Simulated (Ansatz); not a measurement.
## H3O⁺ ··· CH3F

The pair of H3O⁺ (SMILES [OH3+], atoms 1–4) and CH3F (SMILES CF, atoms 5–9), both closed shells, in one local arrangement (a lower one may exist), relaxed at PBE0-D4/def2-TZVP:

```xyz
9
angstrom
O -0.3932 0.0190 -1.8455
H -0.5444 -0.8222 -2.3071
H 0.0656 0.6508 -2.4232
H 0.0533 -0.0902 -0.8872
C 0.1192 0.0738 1.5864
F 0.6612 -0.2478 0.2839
H -0.7622 -0.5468 1.7237
H -0.1093 1.1363 1.5804
H 0.9096 -0.1729 2.2885
```

Ansatz 0.2.0; basis: def2-TZVPPD, with def2-QZVPPD for the basis limit; cores frozen in the correlated methods. B3LYP uses VWN-RPA correlation. Extrapolation: Hartree–Fock as exp(−7.88 √X), correlation as X^−2.97. Interaction energies count from these two fragments, frozen as in the pair, with the counterpoise correction; negative means bound.

(1) What is the interaction energy by CCSD(T) at an estimated basis limit (MP2 extrapolated from triple and quadruple zeta, plus CCSD(T) − MP2 in triple zeta)? (Judge from chemistry; the value comes from the calculation.)

(2) Which atoms make the shortest contact between the fragments?

The T1 diagnostic stays at or below 0.012.

Answers

(1) By the calculation: -124.5 kJ/mol. Hartree–Fock alone gives -118.8 kJ/mol at the basis limit. It counts from the two fragments frozen as in the pair.

The same quantity by other methods in triple zeta, and each one's difference from that estimate:
```csv
method,E_int (kJ/mol),difference
PBE-D4,-126.3,-1.8
revPBE-D4,-118.5,6.0
BLYP-D4,-122.6,2.0
r2SCAN-D4,-128.4,-3.9
B97M-V,-123.6,1.0
PBE0-D4,-128.8,-4.3
B3LYP-D4,-127.0,-2.4
HSE06-D4,-128.7,-4.2
wB97X-V,-125.3,-0.7
wB97M-V,-124.6,-0.1
B2PLYP,-124.0,0.5
HF,-118.3,6.2
MP2,-121.2,3.3
CCSD,-119.6,4.9
CCSD(T),-120.5,4.0
```
Differences are method less estimate.

(2) H4 and F6, 1.33 Å apart.

Energy to bend the free fragments (PBE0-D4 minima) into their shapes in the pair, CCSD(T)/def2-TZVPPD: H3O⁺ 14.6 kJ/mol; CH3F 5.3 kJ/mol. This must be added to the interaction energy to get the binding energy from relaxed fragments.

Basis-set superposition shift (counterpoise-corrected less uncorrected): CCSD(T) 5.0; MP2 4.9; HF 0.4; PBE0-D4 0.4; wB97M-V 0.4 kJ/mol.

For scale, one of the runs: CCSD(T)/def2-TZVPPD, 219 basis functions, launched by `ansatz run in.yaml --threads 4 --pin off --events-out ev --progress --plain --max-ram 9574MiB`. Time: 46 s of wall clock on 4 CPU threads of an Arm Neoverse V2; the host was shared. Peak host memory: 3.5 GiB.
